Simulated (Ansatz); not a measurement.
Ansatz input

```yaml
crystal:
  lattice:
    - [2.7238316772, 0.0, 0.0]
    - [-1.3619158386, 2.3589074281, 0.0]
    - [0.0, 0.0, 4.2857282298]
  atoms:
    - { symbol: Ru, position: [0.3333333333, 0.6666666667, 0.25], spin: 1.0 }
    - { symbol: Ru, position: [0.6666666667, 0.3333333333, 0.75], spin: 1.0 }
hamiltonian:
  xc: pbe
  pseudopotentials:
    kind: paw
    azcp:
      Ru: "pseudopotentials/Ru.paw.azcp"
basis:
  ecutwfc: 420
  fft_grid_basis: typed
kpoints:
  mp_grid: { grid: [22, 22, 12], shift: [0, 0, 0] }
magnetization:
  spin_polarized: true
scf:
  occupations: { method: fermi_dirac, width: 0.05 }
```

and its output:

```
Engine: ansatz 0.2.0, x86_64-unknown-linux-gnu
Pseudopotentials: kind: paw
Pseudopotential: Ru, paw, valence charge 16, recommended cutoff 420 eV (normal) 
Functional definition: PBE
  parameter kappa = 0.804
  parameter beta = 0.06672455060314922
  exchange = pbe_x(kappa = kappa, mu = beta*pi^2/3)
  correlation = pbe_c(beta = beta)
Crystal: 2 atoms, lattice volume = 27.537 Å³
Basis set: ecut = 420 eV, 537 PW (Γ)
Bands: 21, of which v1, the nominal top of the filled ones, is band 16 counted from 1 (15 counted from 0)
Symmetry: 24 space group operations
Space group: P63/mmc (ITA 194), of the structure as read, at distance tolerance 3.0e-5 Å
Magnetic group: BNS 194.263 (UNI 1493), of the structure as read, at distance tolerance 3.0e-5 Å
k-points: 364 of 5808
Non-local potential: Ru, projectors of the file, l = 0: 3, l = 1: 2, l = 2: 2, l = 3: 1
PAW form: soft (Blöchl's): semilocal exchange-correlation on the pseudo side does not see the compensation charge
PAW one-centre angular grid: Ru, 590 points (default); XC on 64 Gauss nodes
Initial density: superposition of atomic densities (chi_scale 0.1, normalization cell)
Starting moments: Σ|m| = 2 μB on 2 of 2 sites
Initial wavefunctions: pseudopotential atomic-orbital guess
Functional: x = pbe(κ = 0.804, μ = 0.2195149727645171), c = pbe(β = 0.06672455060314922)
SCF iter   1: F=—  HF=-11759.806464 eV  |F-HF|=—  |Δ(HF+E_count)|=         —  Δρ=1.03e-1 (↑1.03e-1 ↓4.25e-2)  dr2=3.96e0  dr2_m=6.37e-1  M=0.128 μB ∫|m|=0.128 μB  β_m=0.30  ethr=3.10e-3  ⟨swp⟩=5.1  Hψ=61279  notcnv=0
Mixer restart at iter 1: flushing history
SCF iter   2: F=—  HF=-11758.234178 eV  |F-HF|=—  |Δ(HF+E_count)|=    1.57e0  Δρ=7.02e-2 (↑7.02e-2 ↓2.97e-2)  dr2=1.74e0  dr2_m=3.23e-1  M=0.097 μB ∫|m|=0.097 μB  β_m=0.60  ethr=3.10e-3  ⟨swp⟩=2.8  Hψ=29615  notcnv=0  defer=219
SCF iter   3: F=—  HF=-11757.395223 eV  |F-HF|=—  |Δ(HF+E_count)|=   8.39e-1  Δρ=6.16e-3 (↑5.79e-3 ↓6.16e-3)  dr2=8.23e-3  dr2_m=3.65e-3  M=0.014 μB ∫|m|=0.015 μB  β_m=0.80  ethr=3.10e-3  ⟨swp⟩=2.2  Hψ=27791  notcnv=0  defer=219
SCF iter   4: F=—  HF=-11757.386296 eV  |F-HF|=—  |Δ(HF+E_count)|=   8.93e-3  Δρ=4.56e-4 (↑4.56e-4 ↓3.84e-4)  dr2=9.63e-5  dr2_m=3.79e-6  M=0.000 μB ∫|m|=0.001 μB  β_m=0.81  ethr=2.57e-5  ⟨swp⟩=2.2  Hψ=35556  notcnv=0  defer=125
SCF iter   5: F=—  HF=-11757.386302 eV  |F-HF|=—  |Δ(HF+E_count)|=   6.05e-6  Δρ=1.64e-4 (↑1.64e-4 ↓1.62e-4)  dr2=2.57e-5  dr2_m=1.47e-7  M=0.000 μB ∫|m|=0.000 μB  β_m=0.85  ethr=3.01e-7  ⟨swp⟩=2.0  Hψ=26741  notcnv=0  defer=125
SCF iter   6: F=—  HF=-11757.386295 eV  |F-HF|=—  |Δ(HF+E_count)|=   6.58e-6  Δρ=4.99e-5 (↑4.99e-5 ↓2.96e-5)  dr2=1.51e-6  dr2_m=3.41e-8  M=-0.000 μB ∫|m|=0.000 μB  β_m=0.90  ethr=8.03e-8  ⟨swp⟩=2.2  Hψ=21909  notcnv=0  defer=125
SCF iter   7: F=—  HF=-11757.386294 eV  |F-HF|=—  |Δ(HF+E_count)|=   8.67e-7  Δρ=1.03e-5 (↑1.03e-5 ↓5.08e-6)  dr2=5.01e-8  dr2_m=3.22e-9  M=-0.000 μB ∫|m|=0.000 μB  β_m=0.84  ethr=4.71e-9  ⟨swp⟩=2.6  Hψ=24855  notcnv=0  defer=125
SCF iter   8: F=—  HF=-11757.386294 eV  |F-HF|=—  |Δ(HF+E_count)|=   5.01e-8  Δρ=1.84e-6 (↑1.84e-6 ↓7.47e-7)  dr2=8.19e-10  dr2_m=2.27e-10  M=0.000 μB ∫|m|=0.000 μB  β_m=0.92  ethr=1.57e-10  ⟨swp⟩=2.1  Hψ=26688  notcnv=0  defer=125
SCF iter   9: F=-11757.386294 eV  HF=-11757.386294 eV  |F-HF|=3.64e-12  |Δ(HF+E_count)|=   1.68e-9  Δρ=1.57e-7 (↑8.69e-8 ↓1.57e-7)  dr2=8.85e-12  dr2_m=1.02e-12  M=0.000 μB ∫|m|=0.000 μB  ethr=2.56e-12  ⟨swp⟩=1.1  Hψ=44597  notcnv=0
SCF 1 converged in 9 iterations: F = -11757.386294 eV  dr2 = 8.85e-12
WARN: the starting moments were not kept: the SCF closed with an absolute magnetisation of 1.0e-6 μB, where they sum to 2 μB in size (2 sites). That is at most 0.1 of that sum. Measured as dr2_m measures the in/out step, that magnetisation stands 1.6e-13 eV from none, at or under the dr2_threshold of 1.0e-7 eV: it is no larger than a step whose dr2_m would equal this threshold. The system may hold no moment; this SCF shows only that its start led to no more than that. To try another start: raise the starting moments (crystal.atoms[].spin, magnetization.per_species, magnetization.initial_magnetization, or on a non-collinear deck that types none of these the spinor_matrix: blocks that start its atoms; where the total moment is fixed, keep their sum and leave initial_magnetization as it is; typed ones take the place of any that the run laid by itself, positive ones on a crystal's lanthanoids without a Hubbard term where scf.initial_density.shell_occupations: [] is typed) or, if the notice of its spin-set hold's release reads "site moments contracting" or "site moments show no strong build", lengthen the hold (scf.mixing.spin_hold: { on: { confirm: 4 } }; for m-r²SCAN on two components see the key's manual first). Each may lead to a state that holds a moment. A second SCF, from the converged charge density, with the starting moments and any scf.initial_density.shell_occupations laid on it anew, would have followed, and was not run: the deck does not ask for one (magnetization.retry_lost_moments is false, the default). To let it run, set magnetization.retry_lost_moments: true and run the deck again, where that key's refused combinations let it; where memory then withholds it, that run's warning says so.
SCF converged after 9 iterations
Magnetization: 0.0000 μB (16.0000 up, 16.0000 down)
Absolute magnetization: 0.0000 μB (∫|ρ↑−ρ↓|, with the PAW one-centre terms)
Spin contamination: 0.0000 ħ² per cell (⟨S²⟩ above its minimum at these occupations)
Per-site moments (μB) at R_I (Å): [(-1.8161215937086286e-7, 1.0964241425783876), (-1.8161215913349866e-7, 1.0964241425783876)]
Free energy (F): -11757.386294 eV
Harris-Foulkes:  -11757.386294 eV  (|F-HF|=3.64e-12)
Internal energy: -11757.374405 eV  (E = F + TS)
E sigma→0 (E₀):  -11757.380350 eV
Entropy (-TS):   -0.011889 eV (-5.944 meV/atom)
Fermi energy:    23.127168 eV
--- Per-component energies (eV) ---
  E_band       = -117.725870
  E_kinetic    = 1027.633426
  E_local      = -2544.896294  (includes V_loc(G=0)·N_el)
  E_nonlocal   = 685.771786
  E_hartree    = 817.574236
  E_xc         = -381.005123
  E_vxc        = -478.334593  (∫ρ·V_xc dr)
  E_paw        = -6921.278365  (= ΣΔE_a)
  E_vpaw       = -443.048425  (= ΣTr[D̂ρ^β])
  E_aug_tail   = -0.000379  (compensation charges beyond the density's cutoff)
  E_ewald      = -4441.173692
  E_smearing   = -0.011889  (= −TS)
  E_closure    = 0.000000  (closes the sum)
  Σ components = -11757.386294   (vs F -11757.386294, Δ=0.00e0)
```
